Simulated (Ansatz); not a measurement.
Run this with Ansatz 0.2.0 through its Python package and show what comes out.

Contents of `ch3bo.xyz`:
```text
6

B    -0.64650   -0.38000   -0.57330
C     0.51870    0.20160    0.24860
O    -0.55320    1.04610   -0.03900
H    -1.26160   -1.31440   -0.65340
H     1.43480    0.45610   -0.34680
H     0.54990   -0.07340    1.31760
```

The script, `run_relaxed_scan.py`:
```python
import warnings

import ansatz
import numpy as np

config = {
    "basis_set": "def2-SVP",
    "xc": "PBE0",
}

warnings.simplefilter("ignore", ansatz.DeckWarning)

ch3bo = ansatz.Crystal.molecule_from_extxyz("ch3bo.xyz")

setup = (
    ch3bo.calculation()
    .basis(gaussian=config["basis_set"])
    .functional(config["xc"])
)
symbols = [site.symbol for site in ch3bo.cartesian_sites]
pairs = [(0, 1), (0, 2), (0, 3), (1, 2), (1, 4), (1, 5)]
print("held (A)   E (eV)        ", "  ".join(f"{symbols[i]}{i}-{symbols[j]}{j}" for i, j in pairs))
for length in [1.28, 1.39, 1.51, 1.67, 1.88]:
    data = setup.relax(constraints=[ansatz.DistanceConstraint((1, 2), at=length)], force_tolerance=0.02, max_steps=60).run(threads=1).report
    xyz = np.array(data["positions_ang"])
    print(f"{length:6.2f} {data['free_energy_ev']:14.5f}  ", "  ".join(f"{np.linalg.norm(xyz[i] - xyz[j]):.3f}" for i, j in pairs))
```

```console
$ python run_relaxed_scan.py
held (A)   E (eV)         B0-C1  B0-O2  B0-H3  C1-O2  C1-H4  C1-H5
  1.28    -3800.50984   1.504  1.336  1.191  1.280  1.106  1.106
  1.39    -3801.07024   1.510  1.330  1.194  1.390  1.100  1.100
  1.51    -3801.18606   1.519  1.324  1.196  1.510  1.096  1.096
  1.67    -3800.97994   1.533  1.317  1.200  1.670  1.094  1.094
  1.88    -3800.50824   1.561  1.309  1.204  1.880  1.095  1.095
```

Notes:
- Total energies depend on the basis set; only differences at equal settings carry meaning.
- The energies are electronic: no zero-point or thermal terms, and the basis set is short of its limit.
- The script silences the warnings on its input, which a real study should read.
- Wall time of the script: 56 s on 1 thread of Arm Neoverse V1, with other jobs on the host, peak memory 0.2 GiB.
